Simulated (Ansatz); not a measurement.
Worked example: correlation energy of SiH4⁺, doublet

All five atoms lie in one plane.

Geometry: a point of a stretch scan, not a stationary point.

```xyz
5

Si    0.0003    0.0193   -0.0194
H    -0.0109    1.1102    1.0644
H    -0.0261   -1.6793    1.6900
H     0.0171    1.1031   -1.1102
H     0.0115   -1.0716   -1.1032
```

Basis 6-31G; Ansatz 0.2.0. Correlated methods freeze the noble-gas cores, which leaves 7 electrons in 16 orbitals. R marks a restricted (for open shells ROHF) determinant, U an unrestricted one.

Full CI is exact within this basis and frozen core; it isn't the basis-set limit. The frozen core follows each run's orbitals, which can shift R against U totals by a few meV.

Runs differ by some tens of microhartree through their thresholds and, for an open shell, their frozen cores, so steps under 0.1 kcal/mol mean nothing.

```csv
level,total energy (hartree)
UHF,-290.720643
UMP2,-290.771443
UCCSD,-290.795873
UCCSD(T),-290.796694
UCCSDT,-290.797125
UCCSDT(Q),-290.797166
UCCSDTQ,-290.797181
full CI,-290.797181
```

Task: What is the correlation energy at full CI, and what share of it do UMP2 and UCCSD recover?

Result: E(corr) = -290.797181 − (-290.720643) = -0.076538 hartree = -2.083 eV. UMP2: -0.050800 / -0.076538 = 66.37 %. UCCSD: -0.075230 / -0.076538 = 98.29 %.

Task: By how many kcal/mol does UCCSD(T) miss full CI (1 hartree = 627.509 kcal/mol), and which steps make up the rest?

Result: -290.796694 − (-290.797181) = 0.000487 hartree = 0.31 kcal/mol. Steps: UCCSDT − UCCSD(T) = -0.27, UCCSDT(Q) − UCCSDT = -0.03, UCCSDTQ − UCCSDT(Q) = -0.01, full CI − UCCSDTQ = 0.00 kcal/mol. That is within 1 kcal/mol of the reference in this basis, which itself misses far more of the correlation at the basis-set limit.
